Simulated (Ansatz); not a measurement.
Molecule: CH₅Si, charge 0, multiplicity 2. It need not be the lowest isomer of its formula. 
Geometry from a B3LYP-D3(BJ)/def2-TZVP (Ansatz, a quantum-chemistry and plane-wave program) optimisation:
SMILES: C[SiH2]
```xyz
7

C     -0.0008     0.0642    -1.2011
Si     0.0002     0.0478     0.6809
H      0.0023    -0.9574    -1.5919
H     -0.8865     0.5712    -1.5864
H      0.8811     0.5770    -1.5873
H     -1.2107    -0.6263     1.2208
H      1.2161    -0.6184     1.2195
```
Charge 0, spin multiplicity 2.

Basis-set convergence of Hartree-Fock and CCSD correlation energies (hartree) with Ansatz. Cores are frozen in the correlated levels unless marked. Open shells are spin-unrestricted. No spin-orbit coupling. Non-relativistic.

```json
[
 {"basis": "def2-SVPD", "functions": "84", "E(HF)": "-329.55511", "E(corr, CCSD)": "-0.28529"},
 {"basis": "def2-TZVPPD", "functions": "170", "E(HF)": "(withheld)", "E(corr, CCSD)": "(withheld)"}
]
```

Complete the blanks.


- def2-TZVPPD, E(HF): -329.69934
- def2-TZVPPD, E(corr, CCSD): -0.32801
